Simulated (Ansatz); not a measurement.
# AlBHP: the cost of one run

Computed with Ansatz 0.2.0, Gaussian basis. Level: the settings change from run to run.

16 further runs of the same task are left out: 7 that didn't finish, 9 set aside as unsound or not needed.

## Step 1: The geometry

The geometry is a PBE0/def2-TZVP stationary point (not a proven minimum) with its atoms shifted at random (size 0.040 Å).

4 atoms, charge 0, spin multiplicity 1.

Atoms are counted from 1 here; the program's logs count them from 0.

Bond lengths: Al1–P2 2.419 Å, P2–B3 1.925 Å, P2–H4 1.417 Å. Angles: Al1–P2–B3 156.0°, Al1–P2–H4 109.7°, B3–P2–H4 94.3°.

Geometry (Å):

| atom | x (Å) | y (Å) | z (Å) |
| --- | --- | --- | --- |
| Al1 | -0.0061 | -0.0946 | 1.7634 |
| P2 | -0.0070 | 0.1742 | -0.6407 |
| B3 | 0.0410 | -0.4078 | -2.4753 |
| H4 | -0.0618 | 1.5524 | -0.9674 |

## Step 2: CISD/def2-SVPD

Input file in.yaml:

```yaml
crystal:
  periodic: [false, false, false]
  atoms:
    - {symbol: Al, position_ang: [-0.006129, -0.094551, 1.763443]}
    - {symbol: P, position_ang: [-0.006962, 0.174169, -0.640693]}
    - {symbol: B, position_ang: [0.041002, -0.407761, -2.475320]}
    - {symbol: H, position_ang: [-0.061775, 1.552421, -0.967367]}
basis:
  gaussian: {orbitals: def2-SVPD}
correlation: {active_space: {ras: {orbitals: [6, 0, 59], electrons: 12, max_holes: 2, max_particles: 2}, fixed_orbitals: true}}
```

On the command line:

```console
ansatz run in.yaml --threads 1 --pin off --events-out ev --progress --plain --max-ram 2393MiB
```

Q: Estimate wall time and peak memory on 1 thread of Intel Xeon at 2.50GHz, shared host.

About 14 s, with a peak of 0.27 GiB.
